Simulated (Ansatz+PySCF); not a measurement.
triplet LiHO2: levels of theory in one basis

```yaml
atoms:
  - { symbol: O, position_ang: [0.0000, 0.0000, -1.3071] }
  - { symbol: O, position_ang: [0.0000, 0.0000, 1.3071] }
  - { symbol: Li, position_ang: [30.0000, 0.0000, -0.5992] }
  - { symbol: H, position_ang: [30.0000, 0.0000, 1.7976] }
```

Basis set: 6-31G (spherical functions). Frozen core: 2 orbitals. Correlation on ROHF uses semicanonical orbitals with singles. Charge 0, multiplicity 3.

Computed with Ansatz (development build ahead of 0.2.0); the reference of a correlated method needn't be the lowest determinant of its kind. NEVPT2 correlates all electrons. Active spaces start from the frontier orbitals, and the lowest solution found is given.

```
        method  E − E(ROHF) (eV)  <S²> of the determinant
          ROHF              0.00                     2.00
           UHF             -2.57                     4.00
      ROHF-MP2             -3.68                        –
       UHF-MP2             -5.30                     4.00
      UHF-CCSD             -5.75                     4.01
   UHF-CCSD(T)             -5.78                     4.00
   CASSCF(6,6)             -3.93                        –
   CASSCF(4,4)             -3.21                        –
SC-NEVPT2(6,6)             -6.76                        –
```

Question: What does SC-NEVPT2(4,4) give on the same scale?

Answer: -6.44 eV. NEVPT2 here correlates all electrons, so it doesn't share the others' frozen core.

Question: Is a single determinant a sound starting point here?

Answer: It is doubtful. Unrestricted orbitals lower Hartree–Fock by 2.57 eV and <S²> is 4.00 where a pure state has 2.00, a sign of strong static correlation. The CASSCF(6,6) natural occupations are 1.88, 1.10, 1.00, 1.00, 0.90, 0.12. The CASSCF(4,4) natural occupations are 1.10, 1.00, 1.00, 0.90.

Caution for ROHF, ROHF-MP2: an unrestricted determinant lies well below. Caution for UHF, UHF-MP2, UHF-CCSD, UHF-CCSD(T): the unrestricted determinant is a mixture of spin states. Caution for UHF, UHF-MP2, UHF-CCSD(T): the determinant breaks the point group. Caution for ROHF-MP2, UHF-MP2, UHF-CCSD, UHF-CCSD(T): bonds are stretched, where a single reference can fail. Caution for ROHF-MP2, UHF-MP2: forces differ strongly between restricted and unrestricted references. Caution for ROHF-MP2: a plain start can end on a higher determinant. Caution for ROHF-MP2, UHF-CCSD: another reference gives a lower total. Caution for CASSCF(4,4): other starts end on other solutions of this active space.
